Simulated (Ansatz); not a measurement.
Two shapes of singlet CO2.

Shape 1:

```xyz
3

O    -0.0130   -0.0123   -1.2060
C    -0.0472    0.0129   -0.0104
O     0.0186    0.0373    1.1318
```

Shape 2:

```xyz
3

O     0.0000    0.0000   -1.0666
C     0.0000    0.0000    0.0000
O     0.0000    0.0000    1.0666
```

Basis set: 6-31G* (spherical functions). Left uncorrelated: 3 orbitals. Charge 0, multiplicity 1.

Computed with Ansatz (development build ahead of 0.2.0); each method stands on the lowest determinant of its kind that the runs found.

Task: Which shape is lower in energy, and by how much in each method?

Result:

| method | E(2) − E(1) (eV) |
| --- | --- |
| RHF | 0.787 |
| RHF-MP2 | 1.686 |

Shape 1 is lower. Caution: no unrestricted run beside it, a lower state can exist.
